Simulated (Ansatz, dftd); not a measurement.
Reaction: C2H6S (SMILES CSC) → C2H5S (SMILES [CH2]SC, doublet) + H (doublet) (the C-H bond breaks)
Each species at its own B3LYP-D3(BJ)/def2-TZVP minimum (Ansatz, a first-principles code).

Quantity: bond dissociation energy (electronic), in kcal/mol. Radicals and triplets start from unrestricted determinants; spin-orbit coupling is neglected. Correlated methods leave the cores frozen. Rows without X2C or -DK are non-relativistic. CBS(X,Y): correlation extrapolated as X^-3, Hartree-Fock from the larger set. A bracket is a step between two methods taken in the basis named. The functionals are non-relativistic, so their misses hold any scalar relativity. Double hybrids freeze cores in their MP2 part. 'core' is core correlation in cc-pwCVTZ (1s frozen past Ne), 'X2C' scalar relativity in cc-pVTZ-DK, both at CCSD(T). Where a partner has so few electrons that a lower coupled-cluster level is exact, that level stands in.

Compared with CCSD(T)/CBS(cc-pV(T+d)Z,cc-pV(Q+d)Z) + [CCSDT(Q) - CCSD(T)]/cc-pV(D+d)Z + core + X2C (Ansatz): 101.3 kcal/mol.

Costs are rough ratios of core time, to one figure, on one kind of shared machine, summed over the single points of the molecules; atoms, geometries and frequencies are left out. The first row took roughly 10 core seconds; short runs hold start-up time.

```tsv
level	program	cost relative to the first row	difference (kcal/mol)
PBE0-D3(BJ)/def2-TZVPD	Ansatz + dftd3	1	-4.4
CAM-B3LYP-D4/def2-TZVPD	Ansatz + dftd4	1	-2.4
r2SCAN/def2-TZVPD	Ansatz	2	-6.1
B2GP-PLYP-D3(BJ)/def2-TZVPD	Ansatz + dftd3	2	-2.7
wB97X-V/def2-TZVPD	Ansatz	3	-1.4
wB97M-V/def2-TZVPD	Ansatz	3	-0.9
CCSDT(Q)/cc-pV(D+d)Z	Ansatz	200	-3.5
```

The dearest row costs roughly 200 times the first. Costs within a factor of two don't rank. The table holds for this case alone.
